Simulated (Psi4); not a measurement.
**A workflow on NF3 (SMILES FN(F)F)**

Wanted: a geometry optimisation (singlet NF3, MP2/def2-SVPD), then a single-point energy (doublet [NF3]+, UMP2/def2-SVPD), then a geometry optimisation (doublet [NF3]+, UMP2/def2-SVPD), then the energy (doublet [NF3]−, UMP2/def2-SVPD) of F3N. 

The results are computed with Psi4 1.11.

## 1. The molecule

The species is NF3 (4 atoms), meant as a singlet with charge 0. As SMILES, `FN(F)F`. Geometry: relaxed at PBE0-D4/def2-TZVP. The run starts from this shape.

Bond lengths: F1–N2 1.360 Å, N2–F3 1.360 Å, N2–F4 1.360 Å. Angles: F1–N2–F3 102.1°, F1–N2–F4 102.1°, F3–N2–F4 102.1°.

## 2. A geometry optimisation at MP2/def2-SVPD (density fitting, density fitting for correlation) (run 1)

job.dat

```
memory 1.6 GB

molecule {
  0 1
  F      0.614010     0.000340     1.066930
  N      0.353420    -0.074150    -0.266250
  F     -0.636280    -1.006490    -0.312240
  F     -0.331150     1.080310    -0.488440
  symmetry c1
}

set globals {
  num_frozen_docc 4
}

optimize('mp2/def2-SVPD')
print_variables()
```

On the command line:

```bash
psi4 -i job.dat -o job.out -n 1
```

job.out:

```text
[...]
  Running in c1 symmetry.
[...]
  Nuclear repulsion =  134.276059580442933
[...]
  Multiplicity = 1
[...]
  Nalpha       = 17
  Nbeta        = 17
[...]
    Number of basis functions: 89
[...]
   @DF-RHF iter   1:  -352.10174438745764   -4.46726e-01   7.17603e-03 ADIIS/DIIS
[...]
   @DF-RHF iter  12:  -352.26384284989484    1.13687e-13   5.02704e-11 DIIS
[...]
  @DF-RHF Final Energy:  -352.26384284989484
   => Energetics <=
    Nuclear Repulsion Energy =            133.2243036274679753
    One-Electron Energy =                -754.9614373020225457
    Two-Electron Energy =                 269.4732908246597276
    Total Energy =                       -352.2638428498948429
[...]
 Multipole Moments:
 ------------------------------------------------------------------------------------
     Multipole            Electronic (a.u.)      Nuclear  (a.u.)        Total (a.u.)
 ------------------------------------------------------------------------------------
 L = 1.  Multiply by 2.5417464519 to convert [e a0] to [Debye]
 Dipole X            :         -0.1474858            0.2646211            0.1171352
 Dipole Y            :          0.0309595           -0.0555239           -0.0245644
 Dipole Z            :          0.1111138           -0.1993562           -0.0882424
 Magnitude           :                                                    0.1486970
[...]
  -Total Gradient:
     Atom            X                  Y                   Z
    ------   -----------------  -----------------  -----------------
       1        0.000116281321    -0.000026513055    -0.000126360954
       2       -0.000402658271     0.000086798539     0.000304361846
       3        0.000145652321    -0.000003124484    -0.000092196971
       4        0.000140724629    -0.000057161000    -0.000085803920
[...]
    Final optimized geometry and variables:
    Molecular point group: c1
    Full point group: C1
    Geometry (in Angstrom), charge = 0, multiplicity = 1:
    F            0.643486171713    -0.004875252260     1.056361688445
    N            0.382174150241    -0.080189347602    -0.287916519354
    F           -0.616306759443    -1.019355224448    -0.333295707923
    F           -0.308866923719     1.083335305637    -0.510852549051
  Variable Map:
  ----------------------------------------------------------------------------
  "CURRENT CORRELATION ENERGY"           =>      -0.766194998177
  "CURRENT ENERGY"                       =>    -353.030037848072
  "CURRENT REFERENCE ENERGY"             =>    -352.263842849895
  "CUSTOM SCS-MP2 CORRELATION ENERGY"    =>      -0.737622361457
[...]
```

Standard output:

```text
Optimizer: Optimization complete!
```

It took 15 s on 1 thread of AMD EPYC, shared host; peak memory 0.24 GiB.

Steps, from the record of the run:

```tsv
step	energy from the first frame kept (eV)	largest force (eV/Å)
0	0.0000	0.4857
1	-0.0065	0.2341
2	-0.0072	0.0263
```

After the run. Bond lengths: F1–N2 1.372 Å, N2–F3 1.372 Å, N2–F4 1.372 Å. Angles: F1–N2–F3 102.0°, F1–N2–F4 102.0°, F3–N2–F4 102.0°.

## 3. The doublet cation: a single-point energy at UMP2/def2-SVPD (density fitting, density fitting for correlation) (run 2)

f3n.py

```python
import psi4

psi4.set_memory(1600000000)
psi4.set_num_threads(1)
psi4.core.set_output_file('f3n.out', False)

geom = psi4.geometry("""
1 2
F      0.618620     0.000345     1.075095
N      0.357308    -0.074970    -0.269184
F     -0.641173    -1.014135    -0.314563
F     -0.333733     1.088555    -0.492120
symmetry c1
""")

psi4.set_options({
    'reference': 'uhf',
    'num_frozen_docc': 4,
})

e = psi4.energy('mp2/def2-SVPD')
print(f'mp2/def2-SVPD energy: {e:.10f} Eh')
```

On the command line:

```bash
python f3n.py
```

f3n.out:

```text
[...]
  Running in c1 symmetry.
[...]
  Nuclear repulsion =  133.224292343006056
[...]
  Multiplicity = 2
[...]
  Nalpha       = 17
  Nbeta        = 16
[...]
    Number of basis functions: 89
[...]
   @DF-UHF iter   1:  -351.38516045000807    1.96650e-01   1.01218e-02 DIIS/ADIIS
[...]
   @DF-UHF iter  18:  -351.77399659034324   -1.70530e-12   3.63896e-09 DIIS
[...]
   @S^2 Observed:                7.799792397E-01
[...]
    Orbital Energies [Eh]
    ---------------------
    Alpha Occupied:
       1A    -26.761880     2A    -26.761880     3A    -26.761821
       4A    -16.360239     5A     -2.138493     6A     -1.986341
       7A     -1.986340     8A     -1.501845     9A     -1.244047
      10A     -1.211520    11A     -1.211519    12A     -1.098476
      13A     -1.098475    14A     -1.031376    15A     -1.026247
      16A     -1.026246    17A     -1.008726
    Alpha Virtual:
      18A     -0.157845    19A     -0.157843    20A     -0.104708
      21A     -0.041066    22A     -0.014209    23A     -0.010063
      24A     -0.010063    25A      0.053965    26A      0.053965
[...]
  @DF-UHF Final Energy:  -351.77399659034324
   => Energetics <=
    Nuclear Repulsion Energy =            133.2242923430060557
    One-Electron Energy =                -743.0801298874863505
    Two-Electron Energy =                 258.0818409541370784
    Total Energy =                       -351.7739965903432449
  UHF NO Occupations:
  HONO-2 :   15  A 1.9956228
  HONO-1 :   16  A 1.9944079
[...]
 Multipole Moments:
 ------------------------------------------------------------------------------------
     Multipole            Electronic (a.u.)      Nuclear  (a.u.)        Total (a.u.)
 ------------------------------------------------------------------------------------
 L = 1.  Multiply by 2.5417464519 to convert [e a0] to [Debye]
 Dipole X            :          0.2414522            0.2646211            0.5060733
 Dipole Y            :         -0.0506624           -0.0555243           -0.1061867
 Dipole Z            :         -0.1819003           -0.1993564           -0.3812567
 Magnitude           :                                                    0.6424504
[...]
```

The script printed:

```text
mp2/def2-SVPD energy: -352.5222657534 Eh
```

Wall time 5.7 s (1 thread of AMD EPYC, shared host); peak memory 0.21 GiB.

## 4. The doublet cation: a structure relaxation at UMP2/def2-SVPD (density fitting, density fitting for correlation) (run 3)

f3n.py

```python
import psi4

psi4.set_memory('1600 MB')
psi4.set_num_threads(1)
psi4.set_output_file('output.dat', False)

mol = psi4.geometry("""
1 2
F      0.618620     0.000345     1.075095
N      0.357308    -0.074970    -0.269184
F     -0.641173    -1.014135    -0.314563
F     -0.333733     1.088555    -0.492120
symmetry c1
""")

psi4.set_options(dict(reference='uhf', geom_maxiter=50, num_frozen_docc=4))

e_tot = psi4.optimize('mp2/def2-SVPD')
print(f'mp2/def2-SVPD energy: {e_tot:.10f} Eh')
print(mol.to_string(dtype='xyz', units='Angstrom'))
```

On the command line:

```bash
python f3n.py
```

output.dat:

```text
[...]
  Running in c1 symmetry.
[...]
  Nuclear repulsion =  133.224292343006056
[...]
  Multiplicity = 2
[...]
  Nalpha       = 17
  Nbeta        = 16
[...]
    Number of basis functions: 89
[...]
   @DF-UHF iter   1:  -351.38516045000836    1.96650e-01   1.01218e-02 DIIS/ADIIS
[...]
	Warning: cc_lambda option is changed to TRUE
	For this residual convergence, default PCG convergence is:     1.00e-07
[...]
	DF-SCS-MP2 Total Energy (a.u.)     :  -352.49301317459725
	DF-SOS-MP2 Total Energy (a.u.)     :  -352.47838690361766
[...]
	Warning: cc_lambda option is changed to TRUE
	For this residual convergence, default PCG convergence is:     1.00e-07
[...]
	Warning: cc_lambda option is changed to TRUE
	For this residual convergence, default PCG convergence is:     1.00e-07
[...]
   @DF-UHF iter  13:  -351.84586780030781    1.70530e-13   9.62640e-11 DIIS
[...]
   @S^2 Observed:                7.632753760E-01
[...]
  @DF-UHF Final Energy:  -351.84586780030781
   => Energetics <=
    Nuclear Repulsion Energy =            138.5567316324101057
    One-Electron Energy =                -752.9783379730549768
    Two-Electron Energy =                 262.5757385403370563
    Total Energy =                       -351.8458678003078148
  UHF NO Occupations:
  HONO-2 :   15  A 1.9985236
  HONO-1 :   16  A 1.9979075
[...]
 Multipole Moments:
 ------------------------------------------------------------------------------------
     Multipole            Electronic (a.u.)      Nuclear  (a.u.)        Total (a.u.)
 ------------------------------------------------------------------------------------
 L = 1.  Multiply by 2.5417464519 to convert [e a0] to [Debye]
 Dipole X            :          0.0997363            0.1392446            0.2389809
 Dipole Y            :         -0.0209275           -0.0292175           -0.0501451
 Dipole Z            :         -0.0751382           -0.1049026           -0.1800408
 Magnitude           :                                                    0.3033827
[...]
	DF-SCS-MP2 Total Energy (a.u.)     :  -352.53983614189855
	DF-SOS-MP2 Total Energy (a.u.)     :  -352.52422922294318
	DF-SCS(N)-MP2 Total Energy (a.u.)  :  -352.20379143327790
[...]
	DF-MP2 Total Energy (a.u.)         :  -352.57104997980929
[...]
    Final optimized geometry and variables:
    Molecular point group: c1
    Full point group: C1
    Geometry (in Angstrom), charge = 1, multiplicity = 2:
    F            0.690168832931    -0.014287066198     1.025782859188
    N            0.201101506600    -0.042196906001    -0.151503623300
    F           -0.573372669550    -1.031784430071    -0.368011101900
    F           -0.265021214465     1.077173394278    -0.546103611769
[...]
```

Standard output:

```text
Optimizer: Optimization complete!
mp2/def2-SVPD energy: -352.5710499798 Eh
4
1 2 F3N
F                     0.690168832931    -0.014287066198     1.025782859188
N                     0.201101506600    -0.042196906001    -0.151503623300
F                    -0.573372669550    -1.031784430071    -0.368011101900
F                    -0.265021214465     1.077173394278    -0.546103611769
```

Run time: 56 s. Hardware: 1 thread of AMD EPYC, shared host; peak memory 0.67 GiB.

The path in brief:

```tsv
step	energy from the first frame kept (eV)	largest force (eV/Å)
0	0.0000	9.2510
1	-0.9276	5.1958
2	-1.2738	1.2237
3	-1.3221	0.5606
4	-1.3268	0.1739
5	-1.3275	0.0353
6	-1.3275	0.0050
```

After the run. Bond lengths: F1–N2 1.275 Å, N2–F3 1.275 Å, N2–F4 1.275 Å. Angles: F1–N2–F3 114.0°, F1–N2–F4 114.0°, F3–N2–F4 114.0°.

## 5. The doublet anion: a single-point energy at UMP2/def2-SVPD (density fitting, density fitting for correlation) (run 4)

input.in

```
memory 1600 MB

molecule {
  -1 2
  F
  N 1 1.371511
  F 2 1.371515 1 102.04853
  F 2 1.371506 1 102.04813 3 105.29549
  symmetry c1
}

set basis def2-SVPD
set reference uhf
set num_frozen_docc 4

energy("mp2")
print_variables()
```

On the command line:

```bash
psi4 -n 1 input.in input.out
```

input.out:

```text
[...]
  Running in c1 symmetry.
[...]
  Nuclear repulsion =  133.224302209470267
[...]
  Multiplicity = 2
[...]
  Nalpha       = 18
  Nbeta        = 17
[...]
    Number of basis functions: 89
[...]
   @DF-UHF iter   1:  -352.03298244700511   -4.51171e-01   5.53295e-03 DIIS/ADIIS
[...]
   @DF-UHF iter  36:  -352.13037290703323   -4.43379e-12   5.77569e-09 DIIS
[...]
   @S^2 Observed:                7.652042086E-01
[...]
    Orbital Energies [Eh]
    ---------------------
    Alpha Occupied:
       1A    -26.094092     2A    -26.094055     3A    -26.007002
       4A    -15.496296     5A     -1.471904     6A     -1.344197
       7A     -1.328147     8A     -0.814861     9A     -0.597277
      10A     -0.553319    11A     -0.540882    12A     -0.459217
      13A     -0.457096    14A     -0.405562    15A     -0.379084
      16A     -0.362630    17A     -0.254605    18A      0.049324
    Alpha Virtual:
      19A      0.316510    20A      0.317255    21A      0.347874
      22A      0.392477    23A      0.427259    24A      0.427662
      25A      0.439144    26A      0.446547    27A      0.486510
[...]
  @DF-UHF Final Energy:  -352.13037290703323
   => Energetics <=
    Nuclear Repulsion Energy =            133.2243022094702667
    One-Electron Energy =                -765.8792771380676641
    Two-Electron Energy =                 280.5246020215641920
    Total Energy =                       -352.1303729070332338
  UHF NO Occupations:
  HONO-2 :   16  A 1.9986988
  HONO-1 :   17  A 1.9960648
[...]
 Multipole Moments:
 ------------------------------------------------------------------------------------
     Multipole            Electronic (a.u.)      Nuclear  (a.u.)        Total (a.u.)
 ------------------------------------------------------------------------------------
 L = 1.  Multiply by 2.5417464519 to convert [e a0] to [Debye]
 Dipole X            :          0.5265913           -0.2397145            0.2868768
 Dipole Y            :          0.4777669            0.1829605            0.6607274
 Dipole Z            :         -0.5129271            0.1480293           -0.3648978
 Magnitude           :                                                    0.8074710
[...]
```

It took 6.9 s on 1 thread of AMD EPYC, shared host; peak memory 0.2 GiB.

## 6. Summary of results

| quantity | value |
| --- | --- |
| run 1, MP2/def2-SVPD: total energy at the end | -353.03004 Eh |
| run 1, MP2/def2-SVPD: correlation energy (4 core orbitals frozen) | -766.2 mEh |
| doublet cation, run 2: total energy | -352.52227 Eh |
| doublet cation, run 2: HOMO energy (Hartree–Fock orbitals) (highest over α and β) | -27.45 eV |
| doublet cation, run 2: LUMO energy (Hartree–Fock orbitals) (lowest over α and β) | -11.24 eV |
| doublet cation, run 2: correlation energy (4 core orbitals frozen) | -748.3 mEh |
| doublet cation, run 2: ⟨S²⟩ of the reference determinant | 0.780 |
| doublet cation, run 3: total energy at the end | -352.57105 Eh |
| doublet cation, run 3: HOMO energy (Hartree–Fock orbitals) (highest over α and β) | -25.53 eV |
| doublet cation, run 3: LUMO energy (Hartree–Fock orbitals) (lowest over α and β) | -8.43 eV |
| doublet cation, run 3: correlation energy (4 core orbitals frozen) | -725.2 mEh |
| doublet cation, run 3: ⟨S²⟩ of the reference determinant | 0.763 |
| doublet anion: total energy | -352.91158 Eh |
| doublet anion: HOMO energy (Hartree–Fock orbitals) (highest over α and β) | 1.34 eV |
| doublet anion: LUMO energy (Hartree–Fock orbitals) (lowest over α and β) | 8.61 eV |
| doublet anion: correlation energy (4 core orbitals frozen) | -781.2 mEh |
| doublet anion: ⟨S²⟩ of the reference determinant | 0.765 |
| adiabatic ionisation energy (to the doublet cation, no zero-point term) | 12.490 eV |

The adiabatic ionisation energy (to the doublet cation, no zero-point term) is 12.49 eV (288 kcal/mol). The optimisation (run 1, MP2/def2-SVPD) took 3 steps and changed the energy by -0.007 eV. The optimisation (doublet cation, run 3) took 7 steps and changed the energy by -1.327 eV. The HOMO (doublet anion) lies at positive energy, 1.34 eV: the electron is unbound at this level or held by a compact basis; values depend on the basis.
